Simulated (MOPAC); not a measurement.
MOPAC input (PM6):

```
PM6 PRECISE GNORM=0.05 LET XYZ UHF MS=0.5 GEO-OK AUX(PRECISION=9) THREADS=1
C5H7

C    -0.01039700 1    0.04948473 1    0.04581695 1
C     0.04562202 1    0.74152005 1    1.29268063 1
C    -0.01671205 1   -0.74121037 1    1.32473380 1
C     0.71188699 1    0.03234486 1   -1.25579947 1
C    -0.80282912 1    0.06363022 1   -1.21668527 1
H     0.72740551 1    1.45715498 1    1.72579549 1
H    -0.95012484 1   -1.21444087 1    1.61781362 1
H     0.87066798 1   -1.30201312 1    1.60781105 1
H     1.18804037 1   -0.89298083 1   -1.55656501 1
H     1.23209161 1    0.93132286 1   -1.56122286 1
H    -1.33361655 1   -0.83962603 1   -1.48896764 1
H    -1.29988894 1    0.98596608 1   -1.48914431 1
```

Output:

```
 *******************************************************************************
 **                                                                           **
 **                              MOPAC v23.2.5                                **
 **                                                                           **
 *******************************************************************************
 ** MOPAC's Digital Object Identifier: https://doi.org/10.5281/zenodo.6511958 **
 **                                                                           **
 ** Please cite the open-source release paper for use of this MOPAC version:  **
 ** J. E. Moussa and J. J. P. Stewart (2026)                                  **
 ** MOPAC: An open-source semiempirical molecular orbital program             **
 ** J. Open Source Softw., 11(119), 8025, https://doi.org/10.21105/joss.08025 **
 *******************************************************************************

                              PM6 CALCULATION RESULTS

 *******************************************************************************
 *  PM6        - The PM6 Hamiltonian to be used
 *  GEO-OK     - OVERRIDE INTERATOMIC DISTANCE AND OTHER SAFETY CHECKS
 *  UHF        - UNRESTRICTED HARTREE-FOCK CALCULATION
 *  MS=        - IN MECI, MAGNETIC COMPONENT OF SPIN =  0.5
 *  LET        - OVERRIDE SOME SAFETY CHECKS
 *  PRECISE    - TIGHTER CRITERIA TO BE USED
 *  XYZ        - CARTESIAN COORDINATE SYSTEM TO BE USED
 *  GNORM      - EXIT WHEN GRADIENT NORM DROPS BELOW 0.050
 *  AUX        - OUTPUT AUXILIARY INFORMATION
 *******************************************************************************
PM6 PRECISE GNORM=0.05 LET XYZ UHF MS=0.5 GEO-OK AUX(PRECISION=9) THREADS=1
 C5H7

   ATOM   CHEMICAL          X               Y               Z
  NUMBER   SYMBOL      (ANGSTROMS)     (ANGSTROMS)     (ANGSTROMS)

     1       C         -0.01039700  *   0.04948473  *   0.04581695  *
     2       C          0.04562202  *   0.74152005  *   1.29268063  *
     3       C         -0.01671205  *  -0.74121037  *   1.32473380  *
     4       C          0.71188699  *   0.03234486  *  -1.25579947  *
     5       C         -0.80282912  *   0.06363022  *  -1.21668527  *
     6       H          0.72740551  *   1.45715498  *   1.72579549  *
     7       H         -0.95012484  *  -1.21444087  *   1.61781362  *
     8       H          0.87066798  *  -1.30201312  *   1.60781105  *
     9       H          1.18804037  *  -0.89298083  *  -1.55656501  *
    10       H          1.23209161  *   0.93132286  *  -1.56122286  *
    11       H         -1.33361655  *  -0.83962603  *  -1.48896764  *
    12       H         -1.29988894  *   0.98596608  *  -1.48914431  *

          CARTESIAN COORDINATES

    NO.       ATOM           X           Y           Z

     1         C         -0.0104      0.0495      0.0458
     2         C          0.0456      0.7415      1.2927
     3         C         -0.0167     -0.7412      1.3247
     4         C          0.7119      0.0323     -1.2558
     5         C         -0.8028      0.0636     -1.2167
     6         H          0.7274      1.4572      1.7258
     7         H         -0.9501     -1.2144      1.6178
     8         H          0.8707     -1.3020      1.6078
     9         H          1.1880     -0.8930     -1.5566
    10         H          1.2321      0.9313     -1.5612
    11         H         -1.3336     -0.8396     -1.4890
    12         H         -1.2999      0.9860     -1.4891

 General Reference for PM6:
 "Optimization of Parameters for Semiempirical Methods V: Modification of NDDO Approximations
 and Application to 70 Elements", J. J. P. Stewart, J. Mol. Mod., 13, 1173-1213 (2007)
 URL: https://link.springer.com/article/10.1007/s00894-007-0233-4

           Empirical Formula: C5 H7  =    12 atoms

      MOLECULAR POINT GROUP   :   C1

          UHF CALCULATION, NO. OF ALPHA ELECTRONS =   14
                           NO. OF BETA  ELECTRONS =   13

          Geometry optimization using EF

          DIAGONAL MATRIX USED AS START HESSIAN

 CYCLE:     1  GRAD.:    53.372 HEAT:  77.24933
 CYCLE:     2  GRAD.:   253.421 HEAT:  89.49557
 CYCLE:     3  GRAD.:   225.563 HEAT:  83.74034
 CYCLE:     4  GRAD.:   205.143 HEAT:  84.54169
 CYCLE:     5  GRAD.:   215.797 HEAT:  88.72530
 CYCLE:     6  GRAD.:   164.889 HEAT:  82.43017
 CYCLE:     7  GRAD.:   149.496 HEAT:  79.29489
 CYCLE:     8  GRAD.:   189.829 HEAT:  84.57204
 CYCLE:     9  GRAD.:   177.837 HEAT:  84.12338
 CYCLE:    10  GRAD.:    93.877 HEAT:  75.91171
 CYCLE:    11  GRAD.:   185.305 HEAT:  84.58627
 CYCLE:    12  GRAD.:    79.088 HEAT:  75.17002
 CYCLE:    13  GRAD.:   111.447 HEAT:  76.90635
 CYCLE:    14  GRAD.:    65.491 HEAT:  73.95218
 CYCLE:    15  GRAD.:   143.024 HEAT:  80.12502
 CYCLE:    16  GRAD.:    50.544 HEAT:  73.26106
 CYCLE:    17  GRAD.:   181.380 HEAT:  84.68871
 CYCLE:    18  GRAD.:    16.729 HEAT:  72.36694
 CYCLE:    19  GRAD.:    44.624 HEAT:  73.17728
 CYCLE:    20  GRAD.:    13.829 HEAT:  72.19703
 CYCLE:    21  GRAD.:    39.583 HEAT:  72.81084
 CYCLE:    22  GRAD.:     5.370 HEAT:  72.09043
 CYCLE:    23  GRAD.:    13.282 HEAT:  72.11739
 CYCLE:    24  GRAD.:     3.371 HEAT:  72.02057
 CYCLE:    25  GRAD.:     2.754 HEAT:  71.96996
 CYCLE:    26  GRAD.:     7.441 HEAT:  71.88421
 CYCLE:    27  GRAD.:     5.832 HEAT:  71.84063
 CYCLE:    28  GRAD.:     3.318 HEAT:  71.82388
 CYCLE:    29  GRAD.:     1.750 HEAT:  71.81080
 CYCLE:    30  GRAD.:     1.327 HEAT:  71.80507
 CYCLE:    31  GRAD.:     1.741 HEAT:  71.79633
 CYCLE:    32  GRAD.:     0.814 HEAT:  71.79283
 CYCLE:    33  GRAD.:     0.454 HEAT:  71.79192
 CYCLE:    34  GRAD.:     0.324 HEAT:  71.79158
 CYCLE:    35  GRAD.:     0.285 HEAT:  71.79125
 CYCLE:    36  GRAD.:     0.167 HEAT:  71.79100
 CYCLE:    37  GRAD.:     0.093 HEAT:  71.79096
 CYCLE:    38  GRAD.:     0.043 HEAT:  71.79094

     GRADIENT =  0.04316 IS LESS THAN CUTOFF =  0.05000

 -------------------------------------------------------------------------------
 PM6 PRECISE GNORM=0.05 LET XYZ UHF MS=0.5 GEO-OK AUX(PRECISION=9) THREADS=1
 C5H7

     GEOMETRY OPTIMISED USING EIGENVECTOR FOLLOWING (EF).
     SCF FIELD WAS ACHIEVED

                              PM6 CALCULATION
                                                       MOPAC v23.2.5 Linux

          FINAL HEAT OF FORMATION =         71.79094 KCAL/MOL =     300.37330 KJ/MOL

          COSMO AREA              =        117.25 SQUARE ANGSTROMS
          COSMO VOLUME            =        103.63 CUBIC ANGSTROMS

          GRADIENT NORM           =          0.04316          =       0.01246 PER ATOM
          IONIZATION POTENTIAL    =          9.177055 EV
          ALPHA SOMO LUMO (EV)    =         -9.177  2.613
          BETA  SOMO LUMO (EV)    =        -11.130  0.464
          NO. OF ALPHA ELECTRONS  =         14
          NO. OF BETA  ELECTRONS  =         13
          MOLECULAR WEIGHT        =         67.1103         POINT GROUP:  Cs

          MOLECULAR DIMENSIONS (Angstroms)

            Atom       Atom       Distance
            H    10    H     7     4.46699
            H    11    H     6     4.35875
            H     8    H    12     3.48093

          SCF CALCULATIONS        =         39

   ATOM   CHEMICAL          X               Y               Z
  NUMBER   SYMBOL      (ANGSTROMS)     (ANGSTROMS)     (ANGSTROMS)

     1       C          0.01480181  *   0.04410670  *   0.03902324  *
     2       C          0.12327141  *   0.72838438  *   1.30142173  *
     3       C          0.01675672  *  -0.73905700  *   1.33560561  *
     4       C          0.71363636  *  -0.01367033  *  -1.28523448  *
     5       C         -0.80341232  *   0.09806224  *  -1.21517472  *
     6       H          0.21334392  *   1.61494315  *   1.83159177  *
     7       H         -0.90175635  *  -1.21379824  *   1.68259289  *
     8       H          0.88384173  *  -1.34520616  *   1.60054422  *
     9       H          1.16865127  *  -0.94818834  *  -1.60709083  *
    10       H          1.30125636  *   0.84057287  *  -1.61593706  *
    11       H         -1.41772165  *  -0.75772498  *  -1.48762718  *
    12       H         -1.28764299  *   1.03124797  *  -1.49640891  *

                             CARTESIAN COORDINATES

   1    C        0.014801812     0.044106702     0.039023241
   2    C        0.123271413     0.728384377     1.301421727
   3    C        0.016756716    -0.739057000     1.335605613
   4    C        0.713636364    -0.013670329    -1.285234484
   5    C       -0.803412316     0.098062239    -1.215174720
   6    H        0.213343923     1.614943147     1.831591774
   7    H       -0.901756347    -1.213798241     1.682592894
   8    H        0.883841728    -1.345206156     1.600544223
   9    H        1.168651271    -0.948188343    -1.607090827
  10    H        1.301256364     0.840572873    -1.615937060
  11    H       -1.417721647    -0.757724982    -1.487627177
  12    H       -1.287642994     1.031247973    -1.496408910

           Empirical Formula: C5 H7  =    12 atoms

      MOLECULAR POINT GROUP   :   Cs

          ALPHA EIGENVALUES
 -30.63259 -27.87827 -21.37488 -20.88367 -18.87524 -16.24318 -16.08808 -15.25469
 -12.93319 -12.59312 -11.45837 -11.45356 -11.14611  -9.17706   2.61266   2.65774
   4.19736   4.23737   4.26805   4.51612   5.64510   5.79545   6.05541   6.09010
   6.17296   6.35073   6.42931

           BETA EIGENVALUES
 -30.55339 -27.77158 -21.34472 -20.66095 -18.72247 -16.12551 -16.06551 -14.86965
 -12.77005 -12.57666 -11.22839 -11.21733 -11.12956   0.46407   2.80701   2.88758
   4.24087   4.35287   4.38451   4.84016   5.66784   5.86394   6.10576   6.14959
   6.17857   6.36638   6.61596

              NET ATOMIC CHARGES AND DIPOLE CONTRIBUTIONS

  ATOM NO.   TYPE          CHARGE      No. of ELECS.   s-Pop       p-Pop
    1          C          -0.002123        4.0021     1.02739     2.97474
    2          C          -0.202642        4.2026     1.12559     3.07706
    3          C          -0.338782        4.3388     1.07921     3.25957
    4          C          -0.307671        4.3077     1.08195     3.22572
    5          C          -0.307693        4.3077     1.08195     3.22574
    6          H           0.180230        0.8198     0.81977
    7          H           0.169619        0.8304     0.83038
    8          H           0.169610        0.8304     0.83039
    9          H           0.159495        0.8405     0.84051
   10          H           0.160231        0.8398     0.83977
   11          H           0.159494        0.8405     0.84051
   12          H           0.160233        0.8398     0.83977
 DIPOLE           X         Y         Z       TOTAL
 POINT-CHG.    -0.025    -0.185    -0.251     0.313
 HYBRID        -0.003    -0.067     0.033     0.075
 SUM           -0.028    -0.252    -0.218     0.334

          ATOMIC ORBITAL ELECTRON POPULATIONS

     Atom    s        px        py        pz
    1  C   1.02739   1.06236   1.06463   0.84774
    2  C   1.12559   1.03546   1.00139   1.04020
    3  C   1.07921   1.15915   1.01859   1.08183
    4  C   1.08195   1.00499   1.16213   1.05861
    5  C   1.08195   0.99496   1.16224   1.06854
    6  H   0.81977
    7  H   0.83038
    8  H   0.83039
    9  H   0.84051
   10  H   0.83977
   11  H   0.84051
   12  H   0.83977

                    (SZ)    =    0.500000
                    (S**2)  =    0.758138

          ATOMIC ORBITAL SPIN POPULATIONS

    Atom   Total    s     px     py     pz
         Atomic
    1  C -0.0937 -0.010 -0.039 -0.030 -0.015
    2  C  1.0384  0.026  0.912  0.045  0.055
    3  C -0.0548 -0.007 -0.005 -0.037 -0.006
    4  C  0.0509  0.005 -0.000  0.002  0.044
    5  C  0.0509  0.005  0.000  0.002  0.044
    6  H -0.0283 -0.028
    7  H  0.0218  0.022
    8  H  0.0218  0.022
    9  H -0.0018 -0.002
   10  H -0.0018 -0.002
   11  H -0.0018 -0.002
   12  H -0.0018 -0.002

 **********************
 *                    *
 * JOB ENDED NORMALLY *
 *                    *
 **********************

 == MOPAC DONE ==
```
